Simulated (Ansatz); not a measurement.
A made-up structure of SiH$_{3}$SO, doublet:

Si1  (-0.985, 0.052, -0.389)
O2  (0.558, -0.569, -0.215)
S3  (1.585, 0.191, 0.844)
H4  (-1.539, -0.655, -1.577)
H5  (-0.922, 1.527, -0.601)
H6  (1.082, -1.379, -0.312)
(Å)

It is relaxed with PBE-D4/def2-SVP and then PBE0-D4/def2-TZVP (Ansatz 0.2.0). Atoms count as bonded within 1.22 times the sum of their covalent radii (H–H: 0.88 Å). The end point is not checked to be a true minimum.

(1) Does its bonding change? (Judge from chemistry; the calculation decides.)

Results:

(1) The calculation gives: Yes. Formed: Si1–S3; broken: O2–S3.

Where it ends: The first stage lowers the energy by 1.17 eV in 21 steps. It ends as SiH₃SO ([OH][SiH2][S]):
Si1  (-0.213, 0.090, -0.616)
O2  (-0.085, -1.448, -0.065)
S3  (1.565, 1.233, -0.565)
H4  (-0.710, -0.043, -2.003)
H5  (-1.127, 0.921, 0.220)
H6  (0.350, -1.586, 0.779)
(Å)

Labels in which every atom is bracketed show which atoms are joined, not bond orders.

For scale, one of the runs: PBE0-D4/def2-TZVP relaxation, 123 basis functions, launched by `ansatz run in.yaml --threads 2 --pin off --events-out ev --progress --plain --max-ram 4352MiB`. The run took about 3.2 min on 2 CPU threads of an Intel Xeon Platinum 8259CL (shared host).
